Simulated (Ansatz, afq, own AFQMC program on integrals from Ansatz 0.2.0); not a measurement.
AlBH$_{2}$, triplet: AFQMC among the cluster methods

```tsv
atom	x (Å)	y (Å)	z (Å)
B	0.0000	0.0000	-3.3699
Al	0.0000	0.0000	3.1761
H	0.0000	0.0000	-4.5530
H	0.0000	0.0000	4.7469
```

Connectivity, by distances: BH ··· AlH.

Basis 6-31G. Noble-gas cores (and the filled d shells of Ga–Kr and In–Xe) are frozen. Integrals, coupled cluster, full CI and functionals: Ansatz 0.2.0; the random walks run on the same integrals in our own AFQMC program. The CISD trial takes its coefficients from CCSD amplitudes. Released means that phaseless walkers are propagated on without the constraint, phases kept. Error bars are statistical, one sigma.

Determinant: UHF, the one that the program's search chose, which needn't be the lowest solution. The geometry is a point of a scan.

Full CI on the same integrals is exact in this basis and with this determinant's frozen core.

Cautions: lower spins were not checked; the determinant is a saddle point among determinants of its kind; raised T1 diagnostic (T1 0.040, weight of the determinant 0.89, largest double 0.10); unrestricted determinant slightly spin contaminated (⟨S²⟩ 2.06 against 2.00).

The T1 diagnostic is 0.0404, the weight of the determinant in the CISD state is 0.889 and the ⟨S²⟩ of the determinant is 2.062. The size of the correlated space is 8 electrons in 20 orbitals.

Reference: full CI, correlation energy -2.136 eV. The released energy is read at 2.40 1/Eh (meV from the phaseless value at times in 1/Eh: -0.5 ± 1.5 at 0.24, 1.1 ± 2.1 at 0.51, -1.5 ± 1.0 at 0.99, -3.6 ± 0.8 at 1.62, -3.8 ± 0.9 at 2.40).

```
         level  E − E(reference) (kJ/mol)  share of correlation (%)
            HF                      206.1                      0.00
           MP2                       75.6                     63.30
          CCSD                        2.5                     98.80
       CCSD(T)                        0.9                     99.55
         CCSDT                        0.2                     99.92
      CCSDT(Q)                        0.1                     99.97
        CCSDTQ                        0.0                    100.00
   ph-AFQMC/HF                  3.7 ± 1.6                     98.18
 ph-AFQMC/CISD                  0.4 ± 0.2                     99.82
released AFQMC                 0.0 ± 0.08                    100.00
```

CCSDT and higher add their correlation energy to the determinant of the CCSD(T) run, since their own runs factorise the integrals more tightly (a shift of under 2 meV). Released energies are given only where the last usable release times agree within the noise; a slower fall can still hide under it.
